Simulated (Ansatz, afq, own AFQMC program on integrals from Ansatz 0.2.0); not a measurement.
## Al2HCl, singlet: AFQMC among the cluster methods

```csv
atom,x (Å),y (Å),z (Å)
Al,0.0000,0.1663,2.5928
Al,0.0000,-0.4686,0.0098
Cl,0.0000,0.1975,-2.0108
H,0.0000,1.1475,1.0581
```

Connectivity, by distances: Al–Al–Cl, 1 bridging H.

Basis cc-pVDZ. Only valence electrons are correlated. Ansatz 0.2.0 and our own AFQMC program on the same integrals; the CISD trial comes from CCSD amplitudes, and released means the phaseless constraint is let go. Uncertainties: one standard error, sampling alone.

Determinant: UHF, the one that the program's search chose, which needn't be the lowest solution. The geometry is a PBE0/def2-TZVP stationary point of this or a neighbouring charge and spin state.

No full CI on the walks' own integrals is used here; CCSDT(Q) serves as the reference and is uncertain by about the last step of the cluster series.

Cautions: an unrestricted solution with more broken spin lies lower (18 meV, ⟨S²⟩ 0.25), while this determinant keeps restricted orbitals; the ph-AFQMC/CISD walk drifts between its halves (2.8 errors).

The T1 diagnostic is 0.0149, the weight of the determinant in the CISD state is 0.820 and the ⟨S²⟩ of the determinant is 0.000. The size of the correlated space is 14 electrons in 44 orbitals.

Reference: CCSDT(Q), correlation energy -8.019 eV. The released energy is read at 2.40 1/Eh (meV from the phaseless value at times in 1/Eh: 8 ± 21 at 0.24, 9 ± 19 at 0.51, 8 ± 17 at 0.99, 20 ± 16 at 1.62, -18 ± 25 at 2.40).

```
         level  E − E(reference) (meV)  share of correlation (%)
            HF                  8018.8                      0.00
           MP2                  1391.1                     82.65
          CCSD                   280.9                     96.50
       CCSD(T)                    56.2                     99.30
         CCSDT                    19.7                     99.75
   ph-AFQMC/HF            -17.9 ± 57.4                    100.22
 ph-AFQMC/CISD              5.6 ± 16.9                     99.93
released AFQMC            -12.9 ± 25.5                    100.16
```

A walk keeps the symmetry of its determinant, which the program's search chose and which needn't be the lowest solution, so a lower state of the same spin and another symmetry isn't excluded. Released energies are given only where the last usable release times agree within the noise; a slower fall can still hide under it.
